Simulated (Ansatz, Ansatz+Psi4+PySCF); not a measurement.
```yaml
atoms:
  - { symbol: C, position_ang: [0.0000, 0.0000, -1.6321] }
  - { symbol: Br, position_ang: [0.0000, 0.0000, 0.4518] }
  - { symbol: H, position_ang: [0.0000, -1.1226, -2.0066] }
  - { symbol: H, position_ang: [-0.9722, 0.5613, -2.0066] }
  - { symbol: H, position_ang: [0.9722, 0.5613, -2.0066] }
```

Basis set: cc-pVTZ (spherical functions). Correlated methods keep 10 orbitals frozen. Charge 0, multiplicity 1.

Computed with Ansatz (development build ahead of 0.2.0); each method stands on the lowest determinant of its kind that the runs found. Restricted open shells among the atoms or ions are ROHF, correlated in semicanonical orbitals with singles.

The atomization energy at this shape (free ground-state atoms in the same class of orbitals less the molecule, no zero-point energy) of singlet CH₃Br:

```tsv
method	atomization energy
RHF-MP2	363.23 kcal/mol
```

(1) What does RHF give?

Answers

(1) 275.57 kcal/mol. Caution: the shape is not the minimum.
